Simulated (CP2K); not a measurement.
# doublet CHFO+ at 5 levels

We compute a comparison of 5 runs (UHF/STO-3G, UHF/3-21G, UB3LYP/6-31G*, AM1, GFN1-xTB) of doublet CHFO+. 

Program for the calculation: CP2K 2026.2.

3 further runs of the same task are left out: 3 set aside as unsound or not needed.

**1. The molecule**

CHFO+: 4 atoms, total charge +1, spin state doublet. SMILES of the parent species: `O=CF`. The coordinates come from a PBE0-D4/def2-TZVP relaxation. That shape belongs to the parent species and isn't relaxed for this state.

Bond lengths: O1–C2 1.174 Å, C2–F3 1.336 Å, C2–H4 1.097 Å. Angles: O1–C2–F3 122.9°, O1–C2–H4 127.8°, F3–C2–H4 109.3°.

**2. The energy at UHF/STO-3G (run 1)**

File job.inp:

```
&GLOBAL
   PROJECT job
   RUN_TYPE ENERGY
   PRINT_LEVEL MEDIUM
&END GLOBAL

&FORCE_EVAL
   METHOD QS
   &DFT
      BASIS_SET_FILE_NAME ./sto_3g.basis
      POTENTIAL_FILE_NAME POTENTIAL
      CHARGE 1
      MULTIPLICITY 2
      UKS T
      &QS
         METHOD GAPW
         EPS_DEFAULT 1.0E-10
      &END QS
      &MGRID
         CUTOFF 280
         REL_CUTOFF 50
         NGRIDS 4
      &END MGRID
      ! isolated system
      &POISSON
         PERIODIC NONE
         POISSON_SOLVER MULTIPOLE
      &END POISSON
      &SCF
         SCF_GUESS ATOMIC
         EPS_SCF 1.0E-07
         MAX_SCF 150
         ADDED_MOS 5
         &DIAGONALIZATION
            ALGORITHM STANDARD
         &END DIAGONALIZATION
         &MIXING
            METHOD DIRECT_P_MIXING
            ALPHA 0.4
         &END MIXING
      &END SCF
      &XC
         &XC_FUNCTIONAL NONE
         &END XC_FUNCTIONAL
         ! exact exchange
         &HF
            FRACTION 1
            &SCREENING
               EPS_SCHWARZ 1.0E-10
            &END SCREENING
            &MEMORY
               MAX_MEMORY 1050
            &END MEMORY
         &END HF
      &END XC
      &PRINT
         &MOMENTS
            PERIODIC F
            REFERENCE COM
            MAX_MOMENT 1
         &END MOMENTS
         &MO ON
            ENERGIES T
            OCCUPATION_NUMBERS T
            NDIGITS 6
            &EACH
               QS_SCF 0
            &END EACH
            ADD_LAST NUMERIC
         &END MO
         &LOWDIN ON
         &END LOWDIN
         &HIRSHFELD OFF
         &END HIRSHFELD
      &END PRINT
   &END DFT
   ! atoms, cell and kinds
   &SUBSYS
      &CELL
         ABC 8.5 8.9 8.5
         PERIODIC NONE
      &END CELL
      &COORD
         UNIT bohr
         O     -1.6806090     0.3801751     1.5642019
         C     -0.0876833     0.1275943     0.0408559
         F      1.1058677    -2.0632219    -0.3435900
         H      0.6624246     1.5554714    -1.2614867
      &END COORD
      &TOPOLOGY
         &CENTER_COORDINATES
         &END CENTER_COORDINATES
      &END TOPOLOGY
      &KIND O
         BASIS_SET STO-3G
         POTENTIAL ALL
         LEBEDEV_GRID 194
         RADIAL_GRID 100
      &END KIND
      &KIND C
         BASIS_SET STO-3G
         POTENTIAL ALL
         LEBEDEV_GRID 194
         RADIAL_GRID 100
      &END KIND
      &KIND F
         BASIS_SET STO-3G
         POTENTIAL ALL
         LEBEDEV_GRID 194
         RADIAL_GRID 100
      &END KIND
      &KIND H
         BASIS_SET STO-3G
         POTENTIAL ALL
         LEBEDEV_GRID 194
         RADIAL_GRID 100
      &END KIND
   &END SUBSYS
&END FORCE_EVAL
```

The run is started by

```console
$ OMP_NUM_THREADS=1 cp2k.psmp -i job.inp > job.out 2>&1
```

The program printed:

```text
CP2K| version string:                                       CP2K version 2026.2
[...]
 GLOBAL| Method name                                                        CP2K
[...]
 GLOBAL| Run type                                                         ENERGY
[...]
 DFT| Spin unrestricted (spin-polarized) Kohn-Sham calculation               UKS
 DFT| Multiplicity                                                             2
[...]
 DFT| Charge                                                                   1
[...]
 QS| Method:                                                                GAPW
[...]
 QS| Density cutoff [a.u.]:                                                140.0
[...]
 QS| Relative density cutoff [a.u.]:                                        25.0
[...]
                             - Atoms:                                          4
[...]
                             - Spherical basis functions:                     16
[...]
 Number of electrons:                                                         12
[...]
     1 P_Mix/Diag. 0.40E+00    0.5     0.60479562      -204.2757430599 -2.04E+02
[...]
    32 DIIS/Diag.  0.15E-06    0.2     0.00000010      -209.5178508959  0.00E+00
  *** SCF run converged in    32 steps ***
[...]
  Overlap energy of the core charge distribution:               0.00000539737426
  Self energy of the core charge distribution:               -207.99673049058734
  Core Hamiltonian energy:                                    -17.74987407660659
  Hartree energy:                                              57.21579850674571
  Exchange-correlation energy:                                  0.00000000000000
  Hartree-Fock Exchange energy:                               -23.47075133804614
[...]
 ENERGY| Total FORCE_EVAL ( QS ) energy [hartree]           -209.517850895872044
[...]
```

It took 7.8 s on 1 thread of Arm Neoverse V2, shared host; peak memory 0.4 GiB.

**3. A single-point energy at UHF/3-21G (run 2)**

File job.inp:

```
&global
  project job
  run_type ENERGY
  print_level MEDIUM
&end

&force_eval
  method QUICKSTEP
  &dft
    basis_set_file_name ./3_21g.basis
    potential_file_name POTENTIAL
    charge 1
    multiplicity 2
    uks T
    &qs
      method GAPW
      eps_default 1.0E-10
    &end
    &mgrid
      cutoff 280
      rel_cutoff 50
      ngrids 4
    &end
    &poisson
      periodic NONE
      poisson_solver MULTIPOLE
    &end
    &scf
      scf_guess ATOMIC
      eps_scf 1.0E-06
      max_scf 30
      &ot
        minimizer DIIS
        preconditioner FULL_ALL
      &end
      &outer_scf
        eps_scf 1.0E-06
        max_scf 5
      &end
    &end
    &xc
      &xc_functional NONE
      &end
      &hf
        fraction 1
        &screening
          eps_schwarz 1.0E-10
        &end
        &memory
          max_memory 1050
        &end
      &end
    &end
    &print
      &moments
        periodic F
        reference COM
        max_moment 1
      &end
      &mo_cubes
        nlumo 3
        nhomo -1
        write_cube F
      &end
      &lowdin ON
      &end
      &hirshfeld OFF
      &end
      &mo_molden ON
        ndigits 8
        nlumo 3
      &end
    &end
  &end
  &subsys
    &cell
      abc 8.5 8.9 8.5
      periodic NONE
    &end
    &coord
      O     -0.889340     0.201180     0.827740
      C     -0.046400     0.067520     0.021620
      F      0.585200    -1.091810    -0.181820
      H      0.350540     0.823120    -0.667550
    &end
    &topology
      &center_coordinates
      &end
    &end
    &kind O
      basis_set 3-21G
      potential ALL
      lebedev_grid 194
      radial_grid 100
    &end
    &kind C
      basis_set 3-21G
      potential ALL
      lebedev_grid 194
      radial_grid 100
    &end
    &kind F
      basis_set 3-21G
      potential ALL
      lebedev_grid 194
      radial_grid 100
    &end
    &kind H
      basis_set 3-21G
      potential ALL
      lebedev_grid 194
      radial_grid 100
    &end
  &end
&end
```

The run is started by

```console
$ OMP_NUM_THREADS=1 cp2k.psmp -i job.inp > job.out 2>&1
```

The program printed:

```text
CP2K| version string:                                       CP2K version 2026.2
[...]
 GLOBAL| Method name                                                        CP2K
[...]
 GLOBAL| Run type                                                         ENERGY
[...]
 DFT| Spin unrestricted (spin-polarized) Kohn-Sham calculation               UKS
 DFT| Multiplicity                                                             2
[...]
 DFT| Charge                                                                   1
[...]
 QS| Method:                                                                GAPW
[...]
 QS| Density cutoff [a.u.]:                                                140.0
[...]
 QS| Relative density cutoff [a.u.]:                                        25.0
[...]
                             - Atoms:                                          4
[...]
                             - Spherical basis functions:                     29
[...]
 Number of electrons:                                                         12
[...]
     1 OT DIIS     0.15E+00    0.5     0.31605454      -199.4653862189 -1.99E+02
[...]
    22 OT DIIS     0.15E+00    0.2     0.00000075      -211.1605758524 -2.69E-10
  *** SCF run converged in    22 steps ***
[...]
  Overlap energy of the core charge distribution:               0.00000539737155
  Self energy of the core charge distribution:               -207.99673049058734
  Core Hamiltonian energy:                                    -17.89204072743989
  Hartree energy:                                              56.90993745535957
  Exchange-correlation energy:                                  0.00000000000000
  Hartree-Fock Exchange energy:                               -23.37534500090614
[...]
 HOMO - LUMO gap [eV] :   16.283672
 ENERGY| Total FORCE_EVAL ( QS ) energy [hartree]           -211.160575852419413
[...]
```

Wall time 13 s (1 thread of Arm Neoverse V2, shared host); peak memory 0.4 GiB.

**4. A single-point energy at UB3LYP/6-31G(d) (spherical functions) (run 3)**

File molecule.xyz:

```xyz
4

O     -0.889340     0.201180     0.827740
C     -0.046400     0.067520     0.021620
F      0.585200    -1.091810    -0.181820
H      0.350540     0.823120    -0.667550
```

File job.inp:

```
&GLOBAL
 PROJECT_NAME job
 RUN_TYPE ENERGY
 PRINT_LEVEL MEDIUM
&END

&FORCE_EVAL
 METHOD Quickstep
 &DFT
  BASIS_SET_FILE_NAME ./6_31gs.basis
  POTENTIAL_FILE_NAME POTENTIAL
  CHARGE 1
  MULTIPLICITY 2
  UNRESTRICTED_KOHN_SHAM T
  &QS
   METHOD GAPW
   EPS_DEFAULT 1.0E-10
  &END
  &MGRID
   CUTOFF 280
   REL_CUTOFF 50
   NGRIDS 4
  &END
  # no periodic images
  &POISSON
   PERIODIC NONE
   POISSON_SOLVER MULTIPOLE
  &END
  # SCF settings
  &SCF
   SCF_GUESS ATOMIC
   EPS_SCF 1.0E-06
   MAX_SCF 30
   &OT ON
    MINIMIZER DIIS
    PRECONDITIONER FULL_ALL
   &END
   &OUTER_SCF
    EPS_SCF 1.0E-06
    MAX_SCF 5
   &END
  &END
  # functional
  &XC
   &XC_FUNCTIONAL
    &HYB_GGA_XC_B3LYP
    &END
   &END
   # exact exchange
   &HF
    FRACTION 0.2
    &SCREENING
     EPS_SCHWARZ 1.0E-10
     SCREEN_ON_INITIAL_P F
    &END
    &INTERACTION_POTENTIAL
     POTENTIAL_TYPE COULOMB
    &END
    &MEMORY
     MAX_MEMORY 1050
    &END
   &END
  &END
  # extra output
  &PRINT
   &MOMENTS
    PERIODIC F
    REFERENCE COM
    MAX_MOMENT 1
   &END
   &MO_CUBES
    NLUMO 5
    NHOMO -1
    WRITE_CUBE F
   &END
   &LOWDIN ON
   &END
   &HIRSHFELD OFF
   &END
  &END
 &END
 &SUBSYS
  # vacuum box
  &CELL
   ABC [angstrom] 8.5 8.9 8.5
   PERIODIC NONE
  &END
  &TOPOLOGY
   COORD_FILE_NAME molecule.xyz
   COORD_FILE_FORMAT XYZ
   &CENTER_COORDINATES
   &END
  &END
  &KIND O
   BASIS_SET 6-31Gs
   POTENTIAL ALL
   LEBEDEV_GRID 194
   RADIAL_GRID 100
  &END
  &KIND C
   BASIS_SET 6-31Gs
   POTENTIAL ALL
   LEBEDEV_GRID 194
   RADIAL_GRID 100
  &END
  &KIND F
   BASIS_SET 6-31Gs
   POTENTIAL ALL
   LEBEDEV_GRID 194
   RADIAL_GRID 100
  &END
  &KIND H
   BASIS_SET 6-31Gs
   POTENTIAL ALL
   LEBEDEV_GRID 194
   RADIAL_GRID 100
  &END
 &END
&END
```

The run is started by

```console
$ OMP_NUM_THREADS=1 cp2k.psmp -i job.inp -o job.out
```

The program printed:

```text
CP2K| version string:                                       CP2K version 2026.2
[...]
 GLOBAL| Method name                                                        CP2K
[...]
 GLOBAL| Run type                                                         ENERGY
[...]
 DFT| Spin unrestricted (spin-polarized) Kohn-Sham calculation               UKS
 DFT| Multiplicity                                                             2
[...]
 DFT| Charge                                                                   1
[...]
 FUNCTIONAL| HYB_GGA_XC_B3LYP:
[...]
 QS| Method:                                                                GAPW
[...]
 QS| Density cutoff [a.u.]:                                                140.0
[...]
 QS| Relative density cutoff [a.u.]:                                        25.0
[...]
                             - Atoms:                                          4
[...]
                             - Spherical basis functions:                     44
[...]
 Number of electrons:                                                         12
[...]
     1 OT DIIS     0.15E+00    2.2     0.61950891      -189.6938226798 -1.90E+02
[...]
    16 OT DIIS     0.15E+00    1.1     0.00000070      -213.3051426653 -5.47E-10
  *** SCF run converged in    16 steps ***
[...]
  Overlap energy of the core charge distribution:               0.00000539737155
  Self energy of the core charge distribution:               -207.99673049058734
  Core Hamiltonian energy:                                    -18.52235182187508
  Hartree energy:                                              53.61714704516089
  Exchange-correlation energy:                                 -7.28585560366944
  Hartree-Fock Exchange energy:                                -4.68441931620259
[...]
 ENERGY| Total FORCE_EVAL ( QS ) energy [hartree]           -213.305142665274559
[...]
```

Wall time 53 s (1 thread of Arm Neoverse V2, shared host); peak memory 0.51 GiB.

Run 4 isn't shown in full; the table further down has it.

**5. The energy at GFN1-xTB (run 5)**

File molecule.inp:

```
&global
  project molecule
  run_type ENERGY
  print_level MEDIUM
&end

&force_eval
  method Quickstep
  &dft
    charge 1
    multiplicity 2
    uks T
    &qs
      method XTB
      eps_default 1.0E-10
      &xtb
        gfn_type 1
        check_atomic_charges F
      &end
    &end
    &poisson
      periodic NONE
      poisson_solver ANALYTIC
    &end
    &scf
      scf_guess ATOMIC
      eps_scf 1.0E-07
      max_scf 30
      &ot
        minimizer DIIS
        preconditioner FULL_ALL
      &end
      &outer_scf
        eps_scf 1.0E-07
        max_scf 8
      &end
    &end
    &print
      &moments
        periodic F
        reference COM
        max_moment 1
      &end
      &mo_cubes
        nlumo 3
        nhomo -1
        write_cube F
      &end
      &hirshfeld OFF
      &end
    &end
  &end
  &subsys
    &cell
      abc 9.5 9.9 9.5
      periodic NONE
    &end
    &coord
      O     -0.889340     0.201180     0.827740
      C     -0.046400     0.067520     0.021620
      F      0.585200    -1.091810    -0.181820
      H      0.350540     0.823120    -0.667550
    &end
    &topology
      &center_coordinates
      &end
    &end
  &end
&end
```

The run is started by

```console
$ OMP_NUM_THREADS=1 cp2k.psmp molecule.inp > molecule.out
```

The program printed:

```text
CP2K| version string:                                       CP2K version 2026.2
[...]
 GLOBAL| Method name                                                        CP2K
[...]
 GLOBAL| Run type                                                         ENERGY
[...]
                             - Atoms:                                          4
[...]
                             - Spherical basis functions:                     14
[...]
 Number of electrons:                                                          9
[...]
     1 OT DIIS     0.15E+00    0.0     0.25884425       -11.2270255565 -1.12E+01
[...]
    25 OT DIIS     0.15E+00    0.0     0.00000009       -11.7731722575 -2.01E-12
  *** SCF run converged in    25 steps ***
[...]
 TB_DIPOLE| Moment [Debye]          1.12181439       3.14365466      -2.32899151
 TB_DIPOLE| Derivative [a.u.]       0.00000000       0.00000000       0.00000000
[...]
 ENERGY| Total FORCE_EVAL ( QS ) energy [hartree]            -11.773172257471597
[...]
```

Run time: 0.54 s. Hardware: 1 thread of Arm Neoverse V2, shared host.

**6. All runs side by side**

```tsv
run	level	SCF convergence threshold	iteration cap	energy (Eh)	HOMO energy (eV)	LUMO energy (eV)	⟨S²⟩	wall time
1	UHF/STO-3G	1e-07	150	-209.517851	-23.02	-6.35	0.796	7.8 s
2	UHF/3-21G	1e-06	30	-211.160576	-25.31	-9.03	0.777	13 s
3	UB3LYP/6-31G* (spherical functions)	1e-06	30	-213.305143	-20.16	-15.85	0.756	53 s
4	AM1	1e-06	80	-34.388118	-21.74	-11.26	–	0.22 s
5	GFN1-xTB	1e-07	30	-11.773172	-23.98	–	–	0.54 s
```

**7. Results**

| quantity | value |
| --- | --- |
| run 5: total energy | -11.77317 Eh |
| run 5: HOMO energy (highest over α and β) | -23.98 eV |
| run 5: dispersion energy | -1.21 kJ/mol |

**Reading.** In run 1 the basis is minimal, so the values are rough. Force-field and semi-empirical energies have zeros of their own, so their totals don't compare. All runs together took 74 s, the longest 53 s.
